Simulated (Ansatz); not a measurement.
Redistribution: C3H6 + C4H10S → C2H4S + C5H12

Gas-phase species: C3H6 (propene) `C=CC`, singlet; C4H10S (2-methyl-2-propanethiol) `CC(C)(C)S`, singlet; C2H4S `C=CS`, singlet; C5H12 (neopentane) `CC(C)(C)C`, singlet. The partners trade CH3 for SH; both sit on C, so the bond types are kept.

Shapes, held fixed at every level: PBE0-D4/def2-TZVP. Flexible molecules stand in one conformer, not always the lowest. Programs: Ansatz 0.2.0. Electronic energies: no zero-point or thermal term.

Estimate ΔE of this reaction.

The highest level, CCSD(T)/CBS estimate, gives ΔE = +4.4 kJ/mol; the levels span +1.7 to +6.4. The column of differences is taken from that level and isn't an error. No measured value is set beside it here. The CBS estimate extrapolates MP2 from def2-TZVPP and def2-QZVPP and adds CCSD(T) − MP2 in the triple-zeta set, cores frozen.

```json
{"level": "HF/def2-TZVPP", "kind": "Hartree–Fock", "ΔE (kJ/mol)": "+6.4", "less CCSD(T)/CBS estimate": "+2.0"}
{"level": "B3LYP-D4/def2-TZVPP", "kind": "global hybrid", "ΔE (kJ/mol)": "+2.4", "less CCSD(T)/CBS estimate": "-2.0"}
{"level": "PBE0-D4/def2-TZVPP", "kind": "global hybrid", "ΔE (kJ/mol)": "+1.7", "less CCSD(T)/CBS estimate": "-2.7"}
{"level": "wB97M-V/def2-TZVPP", "kind": "range-separated hybrid", "ΔE (kJ/mol)": "+3.3", "less CCSD(T)/CBS estimate": "-1.1"}
{"level": "wB97X-V/def2-TZVPP", "kind": "range-separated hybrid", "ΔE (kJ/mol)": "+3.0", "less CCSD(T)/CBS estimate": "-1.4"}
{"level": "CCSD/def2-TZVPP", "kind": "coupled cluster or CI", "ΔE (kJ/mol)": "+3.1", "less CCSD(T)/CBS estimate": "-1.3"}
{"level": "CCSD(T)/CBS estimate", "kind": "coupled cluster or CI", "ΔE (kJ/mol)": "+4.4", "less CCSD(T)/CBS estimate": "0.0"}
```
